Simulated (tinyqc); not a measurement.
Inside a calculation. Method: Born-Oppenheimer dynamics on the UHF/sto-3g surface (energies and gradients from PySCF), for BH, spin multiplicity 3. Computed by tinyqc, a small Python program that keeps every step (integrals from PySCF). Settings: charge = 0, multiplicity = 3, basis = sto-3g, time step (fs) = 0.5, steps = 24. Command: `OMP_NUM_THREADS=1 python tinyqc.py 23915 23916 out.jsonl` (the two numbers bound the seeds that draw the settings). One thread of a shared host (Intel(R) Xeon(R) Processor @ 2.60GHz), about 2 s of CPU time with the checks.

positions (bohr):
```
,x,y,z
1B,0.000000,0.000000,0.000000
2H,0.000000,0.000000,2.598373
```

The total energy should stay constant up to terms of order dt^2; the step counts as short enough if it moves by less than 2 % of the largest kinetic energy.

Trajectory:
```
time (fs),1B-2H (angstrom),potential (hartree),kinetic (hartree),total (hartree)
0.000000,1.375000,-24.72800885,0.00152413,-24.72648472
0.500000,1.355299,-24.73152376,0.00500627,-24.72651749
1.000000,1.323303,-24.73678869,0.01021045,-24.72657824
1.500000,1.280308,-24.74285249,0.01618024,-24.72667224
2.000000,1.228402,-24.74829071,0.02149356,-24.72679715
2.500000,1.170714,-24.75129721,0.02436868,-24.72692853
3.000000,1.111678,-24.75013153,0.02313075,-24.72700078
3.500000,1.057159,-24.74415846,0.01724590,-24.72691256
4.000000,1.014105,-24.73526141,0.00863876,-24.72662265
4.500000,0.989328,-24.72813919,0.00183110,-24.72630809
5.000000,0.987388,-24.72751291,0.00123549,-24.72627743
5.500000,1.008662,-24.73383146,0.00726672,-24.72656474
6.000000,1.049172,-24.74281291,0.01593521,-24.72687770
6.500000,1.102315,-24.74947404,0.02247401,-24.72700002
7.000000,1.161051,-24.75142928,0.02448251,-24.72694677
7.500000,1.219299,-24.74899686,0.02217760,-24.72681925
8.000000,1.272392,-24.74382528,0.01713452,-24.72669076
8.500000,1.317005,-24.73775386,0.01116266,-24.72659120
9.000000,1.350899,-24.73228168,0.00575637,-24.72652531
9.500000,1.372665,-24.72843551,0.00194710,-24.72648841
10.000000,1.381513,-24.72680543,0.00033070,-24.72647472
10.500000,1.377150,-24.72761385,0.00113247,-24.72648137
11.000000,1.359718,-24.73075240,0.00424258,-24.72650982
11.500000,1.329827,-24.73576316,0.00919801,-24.72656515
12.000000,1.288657,-24.74177557,0.01512251,-24.72665306
```

Is the time step short enough?

No. The total energy moves within 7.2e-04 hartree; that is over 2 % of the largest kinetic energy, so the time step is too long.
